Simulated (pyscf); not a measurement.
Single points on ωB97X-D3(BJ)/def2-SVP structures (PySCF, gas phase).

**Question.** For O=MoH(Cl)(Cl)–Cl + NH₃ → H₂N–Mo(=O)(Cl)(Cl)–Cl + H₂, a four-centre exchange (singlet surface; H–Mo, H–N broken, Mo–N, H–H formed), PBE/def2-TZVP gives ΔE‡ = 108.1 kJ/mol and ΔE = -8.7 kJ/mol (zero: the separated reactants). In which direction and how far do r²SCAN/def2-TZVP, M06-2X/def2-TZVP, ωB97M-D3(BJ)/def2-TZVP move these?

**Answer.** r²SCAN: ΔE‡ = 104.5 kJ/mol, ΔE = -16.2 kJ/mol; M06-2X: ΔE‡ = 140.6 kJ/mol, ΔE = 0.0 kJ/mol; ωB97M-D3(BJ): ΔE‡ = 134.9 kJ/mol, ΔE = +7.4 kJ/mol. PBE's barrier lies among them. Its reaction energy lies among theirs. On the reactant side the descent ends in an adduct with a Mo–N contact, 21.8 kJ/mol under the separated species and 143.7 kJ/mol under the saddle at ωB97X-D3(BJ)/def2-TZVP. What is counted as formed (Mo–N) is already present as a longer contact in the reactant adduct; forming that adduct is a step of its own. At the saddle there is also a short H–Mo contact that neither side keeps. At ωB97X-D3(BJ)/def2-TZVP the barrier from the zero used here is 121.9 kJ/mol. O=MoH(Cl)(Cl)–Cl lies 77.0 kJ/mol over its isomer HO–Mo(Cl)(Cl)–Cl [triplet] (electronic energy, ωB97M-D3(BJ)/def2-TZVP). One saddle was located; it need not be the lowest between these sides. Elements past Kr carry the def2 core potentials, without spin-orbit coupling.
